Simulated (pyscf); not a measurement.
Single points on ωB97X-D3(BJ)/def2-SVP structures (PySCF, gas phase).

Problem. For the elementary gas-phase step HO–Ti(OH)(F)–F (SMILES [OH][Ti]([OH])([F])[F]) + HF (SMILES F) → HO–Ti(F)(F)–F (SMILES [OH][Ti]([F])([F])[F]) + H₂O (SMILES O) (singlet surface; O–Ti, F–H broken, F–Ti, H–O formed), what barrier and reaction energy does ωB97M-D3(BJ)/def2-TZVP give, measured from the separated reactants?

Solution. ΔE‡ = -2.4 kcal/mol, ΔE = -10.8 kcal/mol. Zero-point energy shifts the barrier by +1.3 kcal/mol. It is a four-centre exchange, with an imaginary mode of 650i cm⁻¹. On the reactant side the descent ends in a complex, 7.9 kcal/mol under the separated species and 4.8 kcal/mol under the saddle at ωB97X-D3(BJ)/def2-TZVP. On the product side the descent ends in an adduct with a O–Ti contact (not fully relaxed), 13.3 kcal/mol under the separated species and 20.7 kcal/mol under the saddle at ωB97X-D3(BJ)/def2-TZVP. At ωB97M-D3(BJ) the saddle lies under the separated reactants, which points to a path from their complex (located at ωB97X-D3(BJ) alone). What is counted as broken (O–Ti) persists as a longer contact in the product adduct; parting that adduct is a step of its own. This is the saddle that the search found; another between the same sides may lie lower.
